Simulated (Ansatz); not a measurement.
Reaction (hydrogenolysis of a C–Cl bond): `CC1(Cl)CO1` + H₂ → `CC1CO1` + HCl

Computed with Ansatz on PBE0-D4/def2-TZVP structures; ΔE is electronic, products minus reactants. CBS: MP2 limit from def2 TZ/QZ plus the TZ coupled-cluster correction, frozen cores. This one scheme is used for every species. DFT in def2-TZVPP. B3LYP here is the variant with VWN-RPA as its local correlation; programs differ in this.

| level | ΔE (kJ/mol) |
| --- | --- |
| B97M-V | -66.8 |
| B3LYP | -73.3 |
| BHLYP | -79.9 |
| SCS-MP2/def2-TZVPP | -66.7 |

(1) What does CCSD(T)/CBS give? (An estimate is asked.)

(2) What do rigid-rotor, harmonic-oscillator terms from PBE0-D4/def2-TZVP frequencies (298.15 K, 1 bar) make of the CCSD(T)/CBS value? (Estimate.)

Largest T1 diagnostic among the species: 0.011.

Results:

(1) Computed: -65.9 kJ/mol. The listed levels differ from it by -0.9, -7.4, -14.0, -0.8 kJ/mol.

(2) The calculation gave: ΔZPE = +16.0 kJ/mol, ΔH = -52.1 kJ/mol, ΔS = 29 J/(mol·K), ΔG = -60.6 kJ/mol.

The D4 term adds +9.2 kJ/mol with B3LYP and +4.8 kJ/mol with PBE0; it sums over pairs of atoms, weighted by their polarisabilities, and B3LYP, whose exchange is more repulsive, gets the larger term. In def2-TZVPP, CCSD(T) changes the Hartree–Fock value by +21.8 kJ/mol (the triples alone add +7.1 kJ/mol) and MP2 by +28.6 kJ/mol.

CCSD(T)/CBS has its own doubt, a few kJ/mol and more with outer-core shells, so smaller differences from it don't rank the levels.
